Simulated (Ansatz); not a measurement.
**C4H10O2: one species, many methods**

How much do the methods differ for C4H10O2? The plan is to run it at one geometry with functionals of several rungs and with coupled cluster, and see how far each lands from CCSD(T) at the basis-set limit for the atomisation energy.

The runs use Ansatz 0.2.0, Gaussian basis; functionals in def2-TZVPP, the program's frozen cores in correlated methods.

The runs, in order: PBE-D4, r2SCAN-D4, PBE0-D4, B3LYP-D4, ωB97X-V, ωB97M-V, B2PLYP; CCSD(T)/def2-TZVPP; MP2/def2-QZVPP; extrapolation to the limit.

## 1. The geometry

An earlier PBE0-D4 in a triple-zeta def2 set relaxation fixed the geometry.

SMILES `CC(O)CCO`, 16 atoms, charge 0, spin multiplicity 1.

Atoms are counted from 1 here; the program's logs count them from 0.

Bond lengths: C1–C2 1.511 Å, C1–H7 1.093 Å, C1–H8 1.091 Å, C1–H9 1.092 Å, C2–O3 1.414 Å, C2–C4 1.524 Å, C2–H10 1.104 Å, O3–H11 0.966 Å, C4–C5 1.517 Å, C4–H12 1.098 Å, C4–H13 1.096 Å, C5–O6 1.424 Å, C5–H14 1.094 Å, C5–H15 1.097 Å, O6–H16 0.961 Å. Angles: C2–C1–H7 110.2°, C2–C1–H8 110.0°, C2–C1–H9 111.1°, H7–C1–H8 108.1°, H7–C1–H9 108.8°, H8–C1–H9 108.6°, C1–C2–O3 107.3°, C1–C2–C4 112.1°, C1–C2–H10 108.6°, O3–C2–C4 111.6°, O3–C2–H10 109.5°, C4–C2–H10 107.7°, C2–O3–H11 106.9°, C2–C4–C5 113.8°, C2–C4–H12 108.8°, C2–C4–H13 109.1°, C5–C4–H12 110.0°, C5–C4–H13 108.0° and more.

## 2. PBE-D4 (GGA)

Input file in.yaml:

```yaml
crystal:
  periodic: [false, false, false]
  atoms:
    - {symbol: C, position_ang: [-1.378744, 0.296795, 1.604073]}
    - {symbol: C, position_ang: [-0.160540, 0.428285, 0.719473]}
    - {symbol: O, position_ang: [-0.264403, 1.665745, 0.044278]}
    - {symbol: C, position_ang: [-0.032014, -0.734797, -0.256282]}
    - {symbol: C, position_ang: [1.240193, -0.704806, -1.081809]}
    - {symbol: O, position_ang: [1.348799, 0.448060, -1.909831]}
    - {symbol: H, position_ang: [-2.285335, 0.253792, 0.995007]}
    - {symbol: H, position_ang: [-1.455326, 1.161530, 2.265265]}
    - {symbol: H, position_ang: [-1.323638, -0.606147, 2.216202]}
    - {symbol: H, position_ang: [0.739505, 0.430850, 1.358801]}
    - {symbol: H, position_ang: [0.417717, 1.670827, -0.639834]}
    - {symbol: H, position_ang: [-0.908820, -0.741692, -0.916676]}
    - {symbol: H, position_ang: [-0.049745, -1.676791, 0.303789]}
    - {symbol: H, position_ang: [2.112894, -0.668531, -0.423897]}
    - {symbol: H, position_ang: [1.326175, -1.615451, -1.686926]}
    - {symbol: H, position_ang: [0.673291, 0.392321, -2.591635]}
basis:
  gaussian: {orbitals: def2-TZVPP}
hamiltonian: {xc: pbe, dispersion: d4}
output: {forces: true, orbitals: {seedname: orbitals}}
```

The run is started by

```sh
ansatz run in.yaml --threads 2 --pin off --events-out ev --progress --plain --max-ram 32768MiB --backend cuda --devices 0, --max-vram 18GiB
```

Further steps of the session: r2SCAN-D4 (meta-GGA); PBE0-D4 (hybrid); B3LYP-D4 (hybrid); ωB97X-V (range-separated); ωB97M-V (range-separated); B2PLYP (double hybrid); CCSD(T) in def2-TZVPP; MP2 in def2-QZVPP.

Q: Predict the results of all the runs planned. Wanted: atomisation energy, CCSD(T)/CBS; farthest; mean size of error, hybrid; mean size of error, range-separated; gap, smallest and largest; T1 diagnostic; triples share of the correlation energy.

**Answer**, as computed:

```
                               quantity                                           value
        atomisation energy, CCSD(T)/CBS                                 1503.9 kcal/mol
functionals within 7.5 kcal/mol (0.5 %)  r2SCAN-D4, PBE0-D4, B3LYP-D4, ωB97X-V, ωB97M-V
                               farthest                         PBE-D4 (+30.5 kcal/mol)
             mean size of error, hybrid                                    3.7 kcal/mol
    mean size of error, range-separated                                    1.4 kcal/mol
              gap, smallest and largest            5.75 eV (PBE-D4), 12.66 eV (ωB97X-V)
                          T1 diagnostic                                          0.0100
triples share of the correlation energy                                           3.7 %
```

**Reading.** PBE-D4 is off by +30.5 kcal/mol. Double hybrids carry the basis error of their MP2 part in triple zeta, and no dispersion term here, so their miss is partly the set-up's. Misses under about 7.5 kcal/mol are within the doubt on the reference itself, which lacks core-valence correlation, relativity and higher excitations. Hartree-Fock recovers 73 % of the binding; the rest is correlation. Orbital gaps span 5.7 to 12.7 eV; exact exchange widens them.
